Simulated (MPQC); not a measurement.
# BHSF (SMILES F[B]S), run twice

Aim: energy and gradient of BHSF at ROB3LYP*/3-21++G* (Cartesian functions).

Program for the calculation: MPQC 2.3.1.

2 further runs of the same task are left out: 2 set aside as unsound or not needed.

## (1) The system as given

The species is BHSF (4 atoms), meant as a doublet with charge 0. As SMILES, `F[B]S`. The shape is that of a GFN2-xTB optimisation.

Bond lengths: F1–B2 1.313 Å, B2–S3 1.777 Å, S3–H4 1.334 Å. Angles: F1–B2–S3 119.8°, B2–S3–H4 99.3°.

## (2) First attempt

run.in reads:

```
molecule<Molecule>: (
    symmetry = c1
    unit = bohr
    { atoms geometry } = {
        F  [ 1.43757135 -0.95671165 3.05598950 ]
        B  [ 0.96529100 0.40642340 1.03740295 ]
        S  [ -1.27108648 -0.67463223 -1.22119771 ]
        H  [ -1.13179477 1.22493937 -2.87219474 ]
    }
)
basis<GaussianBasisSet>: (
    name = "3-21+G*"
    molecule = $:molecule
)
mpqc: (
    checkpoint = no
    savestate = no
    restart = no
    do_energy = yes
    do_gradient = yes
    optimize = no
    mole<HSOSKS>: (
        molecule = $:molecule
        basis = $:basis
        total_charge = 0
        multiplicity = 2
        memory = 1000000000
        print_evals = yes
        print_npa = yes
        maxiter = 59
        functional<SumDenFunctional>: (
            a0 = 0.15
            coefs = [ 0.85 0.72 0.19 0.81 ]
            funcs: [ <SlaterXFunctional>: () <Becke88XFunctional>: () <VWN1LCFunctional>: ( rpa = yes ) <LYPCFunctional>: () ]
        )
        integrator<RadialAngularIntegrator>: ( grid = medium )
        guess_wavefunction<HSOSHF>: (
            molecule = $:molecule
            total_charge = 0
            multiplicity = 2
            memory = 1000000000
            value_accuracy = 1e-3
            basis<GaussianBasisSet>: (
                name = "3-21G"
                molecule = $:molecule
            )
        )
    )
)
```

Run with:

```bash
$ mpqc run.in > run.out
```

The log of the run:

```text
MPQC: Massively Parallel Quantum Chemistry
                                   Version 2.3.1

  Using IntegralV3 by default for molecular integrals evaluation

  GaussianBasisSet::count_shells_ couldn't find ":basis:fluorine:3-21+G*":
  PrefixKeyVal: error: "The keyword was not found."
    prefix:
      "basis"
    keyval:
    ParsedKeyVal: error: "The keyword was not found."
ERROR: EXCEPTION RAISED:
GaussianBasisSet::count_shells_ -- couldn't find the basis set
terminate called after throwing an instance of 'std::runtime_error'
```

Run time: 0.45 s. Hardware: 1 thread of Intel Xeon at 2.50GHz (Skylake/Cascade Lake), shared host; peak memory 0.24 GiB.

## (3) Diagnosis

The program refused the input.

The log says `GaussianBasisSet::count_shells_ -- couldn't find the basis set`. What is wrong: the input names a basis that the program doesn't know. To mend it: basis set 3-21++G* in place of 3-21+G*.

## (4) The mended input

run.in reads:

```
% BFHS
molecule<Molecule>: (
   symmetry = c1
   unit = bohr
   { atoms geometry } = {
      F  [ 1.43757135    -0.95671165     3.05598950 ]
      B  [ 0.96529100     0.40642340     1.03740295 ]
      S  [ -1.27108648    -0.67463223    -1.22119771 ]
      H  [ -1.13179477     1.22493937    -2.87219474 ]
   }
)
basis<GaussianBasisSet>: (
   name = "3-21++G*"
   molecule = $:molecule
)
mpqc: (
   checkpoint = no
   savestate = no
   restart = no
   do_energy = yes
   do_gradient = yes
   optimize = no
   mole<HSOSKS>: (
      molecule = $:molecule
      basis = $:basis
      total_charge = 0
      multiplicity = 2
      memory = 1000000000
      print_evals = yes
      print_npa = yes
      maxiter = 100
      functional<SumDenFunctional>: (
         a0 = 0.15
         coefs = [ 0.85 0.72 0.19 0.81 ]
         funcs: [ <SlaterXFunctional>: () <Becke88XFunctional>: () <VWN1LCFunctional>: ( rpa = yes ) <LYPCFunctional>: () ]
      )
      integrator<RadialAngularIntegrator>: ( grid = medium )
      guess_wavefunction<HSOSHF>: (
         molecule = $:molecule
         total_charge = 0
         multiplicity = 2
         memory = 1000000000
         value_accuracy = 1e-3
         basis<GaussianBasisSet>: (
            name = "3-21G"
            molecule = $:molecule
         )
      )
   )
)
```

Run with:

```bash
$ mpqc run.in > run.out
```

The log of the run:

```text
MPQC: Massively Parallel Quantum Chemistry
[...]
  Integrated electron density error = -0.001621637661
  iter     1 energy = -520.6499748119 delta = 1.75738e-01
  Integrated electron density error = 0.006056556882
  iter     2 energy = -509.9003564212 delta = 1.39273e+01
[...]
  Integrated electron density error = -0.000046729559
  iter    30 energy = -520.8222695592 delta = 5.43737e-08
  Integrated electron density error = -0.000046729557
  iter    31 energy = -520.8222695592 delta = 2.93265e-08
  Integrated electron density error = -0.000046729555
  iter    32 energy = -520.8222695592 delta = 1.17545e-08
[...]
  LUMO is    17   A =  -0.046729
  total scf energy = -520.8222695592
[...]
  Integrated electron density error = -0.000046729513
  Total Gradient:
[...]
Value of the MolecularEnergy: -520.8222695592
  Gradient of the MolecularEnergy:
      1   -0.0139696853
      2    0.0305612147
      3   -0.0495926149
      4    0.0061861540
      5   -0.0341437521
      6    0.0415638677
      7    0.0103348458
      8    0.0114909154
      9    0.0041743801
     10   -0.0025513146
     11   -0.0079083780
     12    0.0038543672
[...]
        symmetry = c1
[...]
        nbasis = 52
[...]
```

It took 28 s on 1 thread of Intel Xeon at 2.50GHz (Skylake/Cascade Lake), shared host; peak memory 0.24 GiB.

## (5) Results

Level: ROB3LYP*/3-21++G* (Cartesian functions).

| quantity | value |
| --- | --- |
| total energy | -520.82227 Eh |
| largest force on an atom | 3.080 eV/Å |

What this shows: The largest force is 3.08 eV/Å: the shape isn't a stationary point for this species at this level.
